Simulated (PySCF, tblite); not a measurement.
# C₄H₇S−: dynamics, then NMR shifts on frames

How do NMR shifts of C₄H₇S− (`C=C([S-])CC`) change as the atoms move?

Computed with tblite 0.8.0 and PySCF 2.14.0, with density-fitted response routines of our own, on a single molecule in the gas phase. Atoms count from 0, in the outputs and in this text.

## (1) The molecule as given

12 atoms, charge -1, multiplicity 1; geometry from: GFN2-xTB.

Bonds of the start (Å): C0–C1 1.34, C1–S2 1.72, C1–C3 1.51, C3–C4 1.53, C0–H5 1.08, C0–H6 1.08, C3–H7 1.10, C3–H8 1.10, C4–H9 1.09, C4–H10 1.09, C4–H11 1.09.

## (2) Thermal motion with GFN2-xTB

Job settings and geometry (Å):

```
{"job": {"kind": "md", "xc": "GFN2-xTB", "basis": "xTB", "temperature": 200, "steps": 2000, "every": 50, "frames": 5}, "charge": -1, "multiplicity": 1}
C      1.853619     0.102433    -0.557156
C      0.869259     0.354086     0.318956
S      0.835522     1.713992     1.363945
C     -0.315805    -0.582238     0.422338
C     -1.567727     0.063123    -0.166616
H      1.841434    -0.774741    -1.193821
H      2.701690     0.760183    -0.657286
H     -0.498443    -0.808093     1.478282
H     -0.102276    -1.524318    -0.099667
H     -2.447579    -0.568993    -0.026485
H     -1.431993     0.244379    -1.232783
H     -1.736503     1.019502     0.324267
```

With the program's defaults for keys left out, this is: GFN2-xTB Langevin dynamics, gas phase.

Command:

```sh
> OMP_NUM_THREADS=1 python probes_run.py task.json out
```

The driver reads the jobs from task.json and runs them one after another.

Log:

```text
t/fs     T/K      E/eV
    0.0   174.3   -423.50487
   25.0   175.6   -423.37270
   50.0   183.0   -423.25022
   75.0   184.6   -423.30218
  100.0   210.4   -423.36139
  125.0   232.5   -423.33855
  150.0   153.5   -423.23172
  175.0   185.3   -423.22849
  200.0   263.7   -423.27969
  225.0   237.5   -423.30105
  250.0   199.2   -423.19382
  275.0   254.8   -423.24856
  300.0   224.3   -423.22943
  325.0   243.0   -423.26134
  350.0   233.1   -423.15149
  375.0   168.7   -423.22779
  400.0   222.3   -423.23264
  425.0   277.6   -423.30400
  450.0   290.5   -423.28233
  475.0   241.2   -423.14906
  500.0   304.1   -423.23014
  525.0   240.3   -423.17270
  550.0   184.9   -423.05709
  575.0   237.1   -423.16810
  600.0   222.5   -423.14276
  625.0   269.3   -423.24423
  650.0   335.4   -423.21354
  675.0   317.8   -423.14305
  700.0   289.0   -423.23665
  725.0   192.6   -423.17814
  750.0   147.3   -423.21830
  775.0   178.6   -423.25899
  800.0   130.7   -423.21889
  825.0   163.3   -423.29594
  850.0   185.7   -423.26090
  875.0   227.5   -423.32988
  900.0   157.1   -423.24523
  925.0   225.3   -423.28732
  950.0   154.3   -423.20813
  975.0   160.7   -423.26267
 1000.0   185.3   -423.31008
```

Wall time 6.5 s (1 thread of AMD EPYC 9B14, shared host); peak memory 0.18 GiB.

Distance from the start (root mean square after alignment): 0 fs 0.00 Å, 200 fs 0.16 Å, 400 fs 0.50 Å, 600 fs 0.49 Å, 800 fs 0.24 Å, 1000 fs 0.24 Å.

Positions (Å) and forces (eV/Å) at 1000 fs:

```xyz
12

C     1.141    0.646   -0.542   -0.664   -0.522    1.075
C     0.589    0.267    0.644   -0.074    0.322   -1.443
S     1.084    0.617    2.227    0.390    0.271    0.216
C    -0.665   -0.564    0.552   -0.133   -0.219    0.403
C    -1.797    0.016    1.363   -1.390   -0.201    0.911
H     0.748    0.222   -1.456    0.008    0.226   -0.093
H     1.957    1.317   -0.607    0.651    0.274   -0.051
H    -0.422   -1.549    0.968   -0.180   -0.157   -0.183
H    -1.061   -0.654   -0.461    0.412   -0.202   -0.276
H    -2.695   -0.681    1.302    0.785    0.822    0.112
H    -2.103    1.021    1.046    0.083   -0.303   -0.331
H    -1.537    0.144    2.425    0.111   -0.311   -0.340
```

## (3) Shielding tensors: 250 fs, PBE0/pcSseg-1

Job settings and geometry (Å):

```
{"job": {"kind": "nmr", "xc": "PBE0", "basis": "pcSseg-1", "pop": false}, "charge": -1, "multiplicity": 1}
C      1.101500     0.390300    -0.617700
C      0.412100     0.620800     0.485300
S      1.008800     1.559700     1.792800
C     -0.855700    -0.151200     0.817000
C     -1.986400     0.799000     0.468600
H      0.830700    -0.287100    -1.477700
H      2.011300     0.882000    -0.768500
H     -0.843600    -0.454000     1.835300
H     -1.047600    -1.130700     0.277700
H     -2.962200     0.395600     0.727800
H     -1.991100     1.012200    -0.607900
H     -1.924500     1.795700     0.951100
```

Level: GIAO PBE0/pcSseg-1 NMR shielding, non-relativistic, gas phase.

Log:

```text
coarse grid: 10312 points
cycle   1  E = -554.3377679928  dE =  4.313e-01  |g| = 5.100e-01  |ddm| = 3.099e+00
cycle   2  E = -554.3441259524  dE = -6.358e-03  |g| = 5.406e-01  |ddm| = 1.891e+00
cycle   3  E = -554.4274778589  dE = -8.335e-02  |g| = 6.135e-02  |ddm| = 9.889e-01
cycle   4  E = -554.4278508278  dE = -3.730e-04  |g| = 4.560e-02  |ddm| = 9.940e-02
cycle   5  E = -554.4283698648  dE = -5.190e-04  |g| = 3.915e-03  |ddm| = 4.685e-02
cycle   6  E = -554.4283731775  dE = -3.313e-06  |g| = 1.983e-03  |ddm| = 7.072e-03
final grid: 94184 points
cycle   7  E = -554.4616362717  dE = -1.607e-05  |g| = 9.761e-03  |ddm| = 2.871e-02
cycle   8  E = -554.4616061764  dE =  3.010e-05  |g| = 1.410e-02  |ddm| = 2.817e-02
cycle   9  E = -554.4616611708  dE = -5.499e-05  |g| = 1.141e-03  |ddm| = 1.953e-02
cycle  10  E = -554.4616615445  dE = -3.738e-07  |g| = 1.715e-04  |ddm| = 1.793e-03
cycle  11  E = -554.4616615512  dE = -6.654e-09  |g| = 3.709e-05  |ddm| = 2.316e-04
cycle  12  E = -554.4616615516  dE = -4.114e-10  |g| = 1.172e-05  |ddm| = 9.270e-05
converged SCF energy = -554.4616615516

GIAO shielding tensors (ppm)
atom      isotropic    diamagn.    paramagn.     s11        s22        s33       span
  0 C       98.623     252.430    -153.807     11.349    131.984    152.535    141.186
  1 C       10.131     254.958    -244.827   -104.527    -10.958    145.879    250.406
  2 S      476.529    1057.981    -581.451    279.481    446.884    703.224    423.743
  3 C      141.400     244.875    -103.475    104.073    147.476    172.651     68.578
  4 C      165.559     245.022     -79.463    151.114    158.301    187.262     36.149
  5 H       26.906      31.935      -5.029     23.266     24.864     32.588      9.323
  6 H       28.178      32.805      -4.627     25.334     26.769     32.430      7.096
  7 H       30.289      31.646      -1.358     26.406     31.010     33.450      7.043
  8 H       28.867      31.192      -2.325     25.967     27.391     33.243      7.277
  9 H       31.336      29.128       2.208     27.381     28.557     38.069     10.688
 10 H       30.841      30.133       0.708     26.932     29.676     35.916      8.984
 11 H       29.245      28.573       0.672     24.855     29.909     32.970      8.115
```

Run time: 6.5 s. Hardware: 1 thread of AMD EPYC 9B14, shared host; peak memory 0.61 GiB.

Shifts follow as δ = σ(reference) − σ, with reference shieldings (ppm) from runs at the same level and on the same kind of geometry: ¹H TMS 31.72, ¹³C TMS 186.9, ³³S CS2 504. The references are single molecules in the gas phase. Each atom is listed at this fixed geometry, with no averaging over motion; a spectrum would average atoms that exchange fast.

| atoms | environment | σ (ppm) | δ (ppm) |
| --- | --- | --- | --- |
| C1 | fully substituted alkene carbon | 10.1 | 176.8 |
| C0 | terminal =CH2 carbon | 98.6 | 88.3 |
| C3 | allylic sp3 CH2 | 141.4 | 45.5 |
| C4 | methyl carbon | 165.6 | 21.4 |
| H5 | hydrogen on a terminal =CH2 carbon | 26.91 | 4.81 |
| H6 | hydrogen on a terminal =CH2 carbon | 28.18 | 3.54 |
| H8 | hydrogen on an allylic sp3 CH2 | 28.87 | 2.85 |
| H11 | hydrogen on a methyl carbon | 29.24 | 2.47 |
| H7 | hydrogen on an allylic sp3 CH2 | 30.29 | 1.43 |
| H10 | hydrogen on a methyl carbon | 30.84 | 0.88 |
| H9 | hydrogen on a methyl carbon | 31.34 | 0.38 |
| S2 | sulfur bonded to C | 477 | 27 |

## (4) Nuclear shieldings: 425 fs, PBE0/pcSseg-1

Job settings and geometry (Å):

```
{"job": {"kind": "nmr", "xc": "PBE0", "basis": "pcSseg-1", "pop": false}, "charge": -1, "multiplicity": 1}
C      0.914900     0.824000    -0.321900
C      0.347700     0.482100     0.859500
S      1.067500     0.707300     2.380500
C     -1.053000    -0.097000     0.864000
C     -2.162500     0.812800     0.331400
H      0.426900     0.525700    -1.251400
H      1.855800     1.292700    -0.349800
H     -1.283900    -0.315300     1.945800
H     -1.026100    -1.081800     0.350400
H     -3.181500     0.482600     0.671300
H     -2.199600     0.853400    -0.740700
H     -2.106100     1.830100     0.650200
```

Method: GIAO PBE0/pcSseg-1 NMR shielding, non-relativistic, gas phase.

Log:

```text
coarse grid: 10312 points
cycle   1  E = -554.3459469542  dE =  3.900e-01  |g| = 5.002e-01  |ddm| = 3.106e+00
cycle   2  E = -554.3591180834  dE = -1.317e-02  |g| = 5.117e-01  |ddm| = 1.734e+00
cycle   3  E = -554.4327129090  dE = -7.359e-02  |g| = 4.044e-02  |ddm| = 8.259e-01
cycle   4  E = -554.4327804242  dE = -6.752e-05  |g| = 3.580e-02  |ddm| = 8.152e-02
cycle   5  E = -554.4330963281  dE = -3.159e-04  |g| = 5.244e-03  |ddm| = 3.879e-02
cycle   6  E = -554.4331020829  dE = -5.755e-06  |g| = 2.517e-03  |ddm| = 8.457e-03
final grid: 94184 points
cycle   7  E = -554.4665386226  dE = -1.278e-05  |g| = 1.048e-02  |ddm| = 2.562e-02
cycle   8  E = -554.4665005342  dE =  3.809e-05  |g| = 1.543e-02  |ddm| = 3.017e-02
cycle   9  E = -554.4665671347  dE = -6.660e-05  |g| = 1.416e-03  |ddm| = 2.155e-02
cycle  10  E = -554.4665677505  dE = -6.158e-07  |g| = 2.166e-04  |ddm| = 2.188e-03
cycle  11  E = -554.4665677608  dE = -1.021e-08  |g| = 7.309e-05  |ddm| = 3.287e-04
cycle  12  E = -554.4665677617  dE = -9.663e-10  |g| = 4.153e-05  |ddm| = 1.193e-04
cycle  13  E = -554.4665677622  dE = -4.380e-10  |g| = 5.309e-06  |ddm| = 4.183e-05
converged SCF energy = -554.4665677622

GIAO shielding tensors (ppm)
atom      isotropic    diamagn.    paramagn.     s11        s22        s33       span
  0 C       98.039     253.846    -155.807     -6.093    142.975    157.235    163.327
  1 C        0.581     253.913    -253.332   -125.383    -20.155    147.281    272.665
  2 S      408.545    1057.970    -649.425    296.856    367.395    561.384    264.528
  3 C      136.502     244.498    -107.996     90.008    148.946    170.554     80.546
  4 C      170.010     243.869     -73.859    151.489    168.359    190.182     38.693
  5 H       27.589      33.552      -5.962     23.045     25.706     34.017     10.972
  6 H       27.504      32.998      -5.494     25.135     26.018     31.358      6.223
  7 H       28.520      30.508      -1.989     23.103     29.387     33.069      9.965
  8 H       28.657      30.784      -2.127     26.176     27.885     31.910      5.733
  9 H       30.636      27.846       2.790     26.153     28.213     37.543     11.391
 10 H       31.349      30.810       0.539     27.580     29.538     36.930      9.351
 11 H       31.196      29.877       1.319     28.105     29.858     35.626      7.521
```

Wall time 6.6 s (1 thread of AMD EPYC 9B14, shared host); peak memory 0.62 GiB.

This run: δ C1 186.3, C0 88.9, C3 50.4, C4 16.9, H6 4.21, H5 4.13 ppm.

## (5) NMR shieldings: 625 fs, PBE0/pcSseg-1

Job settings and geometry (Å):

```
{"job": {"kind": "nmr", "xc": "PBE0", "basis": "pcSseg-1", "pop": false}, "charge": -1, "multiplicity": 1}
C      1.095700     0.291200    -0.145600
C      0.349300     0.177500     0.968300
S      0.981400     0.534600     2.538900
C     -1.109200    -0.173100     0.735600
C     -1.784300     1.032600     0.078800
H      0.849300    -0.119900    -1.119300
H      2.129500     0.508800     0.053900
H     -1.646700    -0.510300     1.657600
H     -1.206600    -1.040400     0.043000
H     -2.871100     0.929700     0.030400
H     -1.283700     1.133500    -0.880900
H     -1.589600     1.930000     0.691500
```

Method: GIAO PBE0/pcSseg-1 NMR shielding, non-relativistic, gas phase.

Log:

```text
coarse grid: 10312 points
cycle   1  E = -554.3452100869  dE =  3.638e-01  |g| = 4.996e-01  |ddm| = 3.072e+00
cycle   2  E = -554.3572446954  dE = -1.203e-02  |g| = 5.131e-01  |ddm| = 1.719e+00
cycle   3  E = -554.4313837806  dE = -7.414e-02  |g| = 3.738e-02  |ddm| = 8.324e-01
cycle   4  E = -554.4314155861  dE = -3.181e-05  |g| = 3.381e-02  |ddm| = 6.981e-02
cycle   5  E = -554.4316971542  dE = -2.816e-04  |g| = 5.617e-03  |ddm| = 3.593e-02
cycle   6  E = -554.4317042072  dE = -7.053e-06  |g| = 2.386e-03  |ddm| = 8.683e-03
final grid: 94184 points
cycle   7  E = -554.4649297810  dE = -1.607e-05  |g| = 1.004e-02  |ddm| = 2.649e-02
cycle   8  E = -554.4648961442  dE =  3.364e-05  |g| = 1.466e-02  |ddm| = 2.784e-02
cycle   9  E = -554.4649558244  dE = -5.968e-05  |g| = 1.419e-03  |ddm| = 1.989e-02
cycle  10  E = -554.4649564408  dE = -6.163e-07  |g| = 2.013e-04  |ddm| = 2.224e-03
cycle  11  E = -554.4649564496  dE = -8.866e-09  |g| = 6.686e-05  |ddm| = 3.028e-04
cycle  12  E = -554.4649564504  dE = -7.642e-10  |g| = 4.179e-05  |ddm| = 1.168e-04
cycle  13  E = -554.4649564508  dE = -4.443e-10  |g| = 4.835e-06  |ddm| = 4.354e-05
converged SCF energy = -554.4649564508

GIAO shielding tensors (ppm)
atom      isotropic    diamagn.    paramagn.     s11        s22        s33       span
  0 C       92.706     253.578    -160.872     -6.239    129.388    154.969    161.208
  1 C       -4.639     255.113    -259.751   -128.239    -29.451    143.774    272.013
  2 S      445.000    1057.716    -612.716    305.656    417.296    612.046    306.390
  3 C      140.052     246.730    -106.678    107.783    144.375    167.998     60.215
  4 C      160.284     247.967     -87.683    138.808    161.299    180.746     41.938
  5 H       27.364      33.409      -6.046     22.728     26.158     33.205     10.477
  6 H       27.059      32.253      -5.194     24.119     25.615     31.443      7.323
  7 H       29.728      30.485      -0.757     26.243     29.835     33.106      6.863
  8 H       29.042      31.723      -2.681     26.592     27.817     32.718      6.127
  9 H       30.859      29.564       1.296     26.743     28.371     37.465     10.722
 10 H       30.147      30.841      -0.694     25.960     30.022     34.460      8.500
 11 H       29.901      29.518       0.384     26.369     29.878     33.457      7.088
```

Run time: 6.8 s. Hardware: 1 thread of AMD EPYC 9B14, shared host; peak memory 0.62 GiB.

In short: δ C1 191.6, C0 94.2, C3 46.9, C4 26.6, H6 4.66, H5 4.35 ppm.

## (6) Shielding tensors: 800 fs, PBE0/pcSseg-1

Job settings and geometry (Å):

```
{"job": {"kind": "nmr", "xc": "PBE0", "basis": "pcSseg-1", "pop": false}, "charge": -1, "multiplicity": 1}
C      1.235400     0.680000    -0.431700
C      0.543600     0.384900     0.688300
S      0.960700     0.632300     2.264000
C     -0.841100    -0.212900     0.537800
C     -1.907300     0.871300     0.406700
H      0.887000     0.393100    -1.414600
H      2.266500     0.942600    -0.376500
H     -1.095600    -0.706500     1.498700
H     -0.889000    -0.923300    -0.272200
H     -2.824500     0.315900     0.333100
H     -1.732300     1.408400    -0.489700
H     -1.997100     1.585100     1.218500
```

Method: GIAO PBE0/pcSseg-1 NMR shielding, non-relativistic, gas phase.

Log:

```text
coarse grid: 10312 points
cycle   1  E = -554.3387446254  dE =  5.231e-01  |g| = 5.112e-01  |ddm| = 3.137e+00
cycle   2  E = -554.3477826822  dE = -9.038e-03  |g| = 5.364e-01  |ddm| = 1.773e+00
cycle   3  E = -554.4272234639  dE = -7.944e-02  |g| = 6.436e-02  |ddm| = 8.618e-01
cycle   4  E = -554.4278448423  dE = -6.214e-04  |g| = 4.114e-02  |ddm| = 1.172e-01
cycle   5  E = -554.4282532323  dE = -4.084e-04  |g| = 4.612e-03  |ddm| = 4.323e-02
cycle   6  E = -554.4282568151  dE = -3.583e-06  |g| = 3.093e-03  |ddm| = 1.002e-02
final grid: 94184 points
cycle   7  E = -554.4613628844  dE = -1.436e-05  |g| = 1.216e-02  |ddm| = 2.964e-02
cycle   8  E = -554.4613098340  dE =  5.305e-05  |g| = 1.805e-02  |ddm| = 3.701e-02
cycle   9  E = -554.4614014729  dE = -9.164e-05  |g| = 1.628e-03  |ddm| = 2.595e-02
cycle  10  E = -554.4614022565  dE = -7.836e-07  |g| = 2.312e-04  |ddm| = 2.333e-03
cycle  11  E = -554.4614022677  dE = -1.118e-08  |g| = 1.009e-04  |ddm| = 4.316e-04
cycle  12  E = -554.4614022699  dE = -2.228e-09  |g| = 3.830e-05  |ddm| = 1.394e-04
cycle  13  E = -554.4614022703  dE = -3.856e-10  |g| = 4.468e-06  |ddm| = 4.523e-05
converged SCF energy = -554.4614022703

GIAO shielding tensors (ppm)
atom      isotropic    diamagn.    paramagn.     s11        s22        s33       span
  0 C      104.995     252.463    -147.468     10.718    139.605    164.662    153.944
  1 C        3.913     254.670    -250.757   -117.193    -25.512    154.445    271.638
  2 S      464.702    1058.430    -593.728    337.429    515.334    541.343    203.914
  3 C      131.657     246.085    -114.428     78.142    142.233    174.596     96.454
  4 C      168.440     246.949     -78.508    154.305    162.159    188.856     34.551
  5 H       27.846      33.412      -5.566     23.932     26.070     33.535      9.603
  6 H       28.139      32.105      -3.967     25.261     26.552     32.603      7.341
  7 H       29.021      31.477      -2.456     25.172     29.940     31.951      6.779
  8 H       29.443      32.790      -3.347     26.409     28.732     33.188      6.778
  9 H       31.540      30.240       1.300     27.274     29.223     38.124     10.849
 10 H       31.588      31.433       0.155     27.489     30.469     36.806      9.317
 11 H       30.121      29.906       0.216     26.526     29.741     34.097      7.571
```

It took 6.4 s on 1 thread of AMD EPYC 9B14, shared host; peak memory 0.62 GiB.

Key values: δ C1 183.0, C0 81.9, C3 55.3, C4 18.5, H5 3.87, H6 3.58 ppm.

## (7) Shielding tensors: 1000 fs, PBE0/pcSseg-1

Job settings and geometry (Å):

```
{"job": {"kind": "nmr", "xc": "PBE0", "basis": "pcSseg-1", "pop": false}, "charge": -1, "multiplicity": 1}
C      1.141500     0.645700    -0.541700
C      0.589300     0.267100     0.644500
S      1.083900     0.616900     2.226600
C     -0.665300    -0.564100     0.551900
C     -1.797400     0.016000     1.363000
H      0.748100     0.222100    -1.456100
H      1.956900     1.316800    -0.606600
H     -0.421800    -1.549300     0.968200
H     -1.061400    -0.654100    -0.461400
H     -2.694800    -0.680700     1.301800
H     -2.102500     1.021000     1.046400
H     -1.537400     0.144500     2.425200
```

With the program's defaults for keys left out, this is: GIAO PBE0/pcSseg-1 NMR shielding, non-relativistic, gas phase.

Log:

```text
coarse grid: 10312 points
cycle   1  E = -554.3513600576  dE =  4.186e-01  |g| = 4.997e-01  |ddm| = 3.113e+00
cycle   2  E = -554.3585181348  dE = -7.158e-03  |g| = 5.288e-01  |ddm| = 1.787e+00
cycle   3  E = -554.4370752946  dE = -7.856e-02  |g| = 5.810e-02  |ddm| = 8.994e-01
cycle   4  E = -554.4374092636  dE = -3.340e-04  |g| = 4.399e-02  |ddm| = 9.952e-02
cycle   5  E = -554.4378933277  dE = -4.841e-04  |g| = 5.097e-03  |ddm| = 4.504e-02
cycle   6  E = -554.4378988390  dE = -5.511e-06  |g| = 2.816e-03  |ddm| = 9.890e-03
final grid: 94184 points
cycle   7  E = -554.4707507948  dE = -1.445e-05  |g| = 1.126e-02  |ddm| = 3.077e-02
cycle   8  E = -554.4707094358  dE =  4.136e-05  |g| = 1.630e-02  |ddm| = 3.343e-02
cycle   9  E = -554.4707841931  dE = -7.476e-05  |g| = 1.394e-03  |ddm| = 2.322e-02
cycle  10  E = -554.4707847805  dE = -5.874e-07  |g| = 2.165e-04  |ddm| = 2.177e-03
cycle  11  E = -554.4707847904  dE = -9.951e-09  |g| = 7.982e-05  |ddm| = 3.675e-04
cycle  12  E = -554.4707847916  dE = -1.196e-09  |g| = 4.441e-05  |ddm| = 1.307e-04
cycle  13  E = -554.4707847921  dE = -5.133e-10  |g| = 4.258e-06  |ddm| = 4.602e-05
converged SCF energy = -554.4707847921

GIAO shielding tensors (ppm)
atom      isotropic    diamagn.    paramagn.     s11        s22        s33       span
  0 C       95.591     252.772    -157.181     -2.104    128.826    160.050    162.154
  1 C        2.596     255.788    -253.191   -124.748    -13.544    146.082    270.831
  2 S      524.262    1058.200    -533.938    305.922    526.208    740.655    434.733
  3 C      143.535     245.661    -102.126    119.875    138.001    172.729     52.854
  4 C      162.451     245.008     -82.557    151.131    154.525    181.698     30.567
  5 H       27.344      33.433      -6.089     23.228     25.727     33.078      9.850
  6 H       28.084      32.412      -4.328     24.771     26.172     33.309      8.538
  7 H       29.746      30.684      -0.938     26.525     28.166     34.548      8.023
  8 H       29.628      32.879      -3.251     25.378     30.014     33.492      8.114
  9 H       30.519      28.134       2.385     26.737     27.968     36.851     10.114
 10 H       31.284      29.942       1.341     28.222     28.883     36.746      8.524
 11 H       28.249      29.579      -1.330     22.615     29.694     32.439      9.824
```

It took 6.5 s on 1 thread of AMD EPYC 9B14, shared host; peak memory 0.62 GiB.

Key values: δ C1 184.3, C0 91.3, C3 43.4, C4 24.5, H5 4.37, H6 3.63 ppm.

## (8) Side by side: NMR shifts

Shifts (ppm) of some atoms, chosen among heavy atoms and hydrogens apart, with basis size and wall time:

| frame | C1 | C0 | C3 | C4 | H11 | H7 | S2 | functions | time |
| --- | --- | --- | --- | --- | --- | --- | --- | --- | --- |
| 250 fs | 176.8 | 88.3 | 45.5 | 21.4 | 2.47 | 1.43 | 27 | 127 | 6.5 s |
| 425 fs | 186.3 | 88.9 | 50.4 | 16.9 | 0.52 | 3.20 | 95 | 127 | 6.6 s |
| 625 fs | 191.6 | 94.2 | 46.9 | 26.6 | 1.82 | 1.99 | 59 | 127 | 6.8 s |
| 800 fs | 183.0 | 81.9 | 55.3 | 18.5 | 1.60 | 2.70 | 39 | 127 | 6.4 s |
| 1000 fs | 184.3 | 91.3 | 43.4 | 24.5 | 3.47 | 1.97 | -21 | 127 | 6.5 s |

## (9) Outcome

| quantity | value |
| --- | --- |
| thermostat | 200 K |
| mean temperature, second half | 215 K |
| mean potential energy above the minimum | 0.28 eV |
| ¹³C shifts against TMS (PBE0/pcSseg-1, 250 fs) | 176.8, 88.3, 45.5, 21.4 ppm |
| ¹H shifts against TMS (PBE0/pcSseg-1, 250 fs) | 4.81, 3.54, 2.85, 2.47, 1.43, 0.88, 0.38 ppm |
| ³³S shifts against CS2 (PBE0/pcSseg-1, 250 fs) | 27 ppm |
| range of the shift of S2 | -21 to 95 ppm |

In the second half the potential energy averages 0.28 eV above the minimum; equipartition over 30 harmonic modes at 200 K would give 0.26 eV. With 12 atoms the temperature swings widely (131 to 335 K). Shifts at one fixed geometry are not the observed spectrum, which averages over the motion. In the first frame run (250 fs): The largest span, 424 ppm, is at S2, where the paramagnetic term is -581 ppm. In ppm, S2 moves most: its shift spreads over 116 ppm, from -21 (1000 fs) to 95 (425 fs). At PBE0/pcSseg-1 the HOMO lies above zero (+0.20 eV), as often for anions in the gas phase: self-interaction error lifts it, or the electron is held by the finite basis alone; counter-ions and solvent are missing.
